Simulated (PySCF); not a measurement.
CH2O2, SMILES O=CO, point group Cs.

Level: B3LYP/pcJ-1 in PySCF (density fitting, grid level 2); geometry and Hessian at that level, cubic constants and property derivatives from steps of ±0.6 along each species' dimensionless normal coordinates, second-order vibrational perturbation theory. The parent has the commonest isotopes.

Equilibrium geometry (Å):

| atom | x | y | z |
| --- | --- | --- | --- |
| O1 | -0.6432 | 1.1696 | 0.1321 |
| C2 | -0.4164 | 0.0004 | 0.0007 |
| O3 | 0.8100 | -0.5433 | -0.0991 |
| H4 | -1.1721 | -0.7930 | -0.0570 |
| H5 | 1.4562 | 0.1778 | -0.0454 |

(1) Give the equilibrium and ground-state rotational constants (MHz) of parent; ²H at 4; ¹³C at 2; ¹³C at 2, ²H at 4.

(2) How is the parent's vibrational correction B0 − Be made up?

(3) And its quartic centrifugal distortion constants from the harmonic force field?

Internal rotors are held in one well.

Results:

(1) 
```tsv
species	Ae	Be	Ce	A0	B0	C0	Δ0 (u Å²)	harmonic ZPE (cm⁻¹)
parent	77909	12056	10440	77493	11971	10352	0.080	7433
²H at 4	57942	12056	9979.4	57636	11971	9894.7	0.090	6739
¹³C at 2	75957	12053	10402	75575	11969	10315	0.081	7383
¹³C at 2, ²H at 4	57016	12053	9949.6	56728	11969	9866.3	0.091	6687
```

Δ0 = Ic − Ia − Ib from the ground-state constants.

(2) 
```csv
axis,harmonic,Coriolis,cubic,total (MHz)
a,514,-194,-736,-416
b,27.1,-1.14,-112,-85.5
c,11,-2.64,-96.9,-88.5
```

(3) Asymmetric top, A reduction, Ir representation: ΔJ = 9.74 kHz, ΔJK = -87.7 kHz, ΔK = 1690 kHz, δJ = 1.89 kHz, δK = 39 kHz.
